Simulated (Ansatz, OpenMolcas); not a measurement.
# Exact exchange and the electronic atomisation energy of NF3 (nitrogen trifluoride)

The species is NF3 (4 atoms), meant as a singlet with charge 0. As SMILES, `FN(F)F`. Geometry: relaxed at PBE0-D4/def2-TZVP.

The electronic atomisation energy y, in eV, basis cc-pVTZ; a is the functional's share of exact exchange. Programs: Ansatz 0.2.0, OpenMolcas 26.06.

| functional | program | a | y (eV) |
| --- | --- | --- | --- |
| BLYP | Ansatz | 0 | 9.91 |
| TPSS | OpenMolcas | 0 | 9.61 |
| B3LYP | Ansatz | 0.2 | 9.02 |
| PBE0 | Ansatz | 0.25 | ? |
| BHLYP | Ansatz | 0.5 | 7.24 |

Problem. Fit y = c + s·a to the known rows and predict PBE0.

Solution. 
1. Means of the 4 rows: a = 0.1750, y = 8.945.
2. Σ(Δa)² = 0.1675, Σ(Δa·Δy) = -0.8375, so the slope is -0.8375/0.1675 = -5.
3. Intercept: 8.945 − (-5) × 0.1750 = 9.820. The largest residual of the fit is 0.21.
4. PBE0: 9.820 + (-5) × 0.25 = 8.57 eV.

The run gave 9.11 eV, so the prediction is off by -0.54 eV, more than the scatter of the fit. The rows mix families of semi-local functionals, which the line can't see.
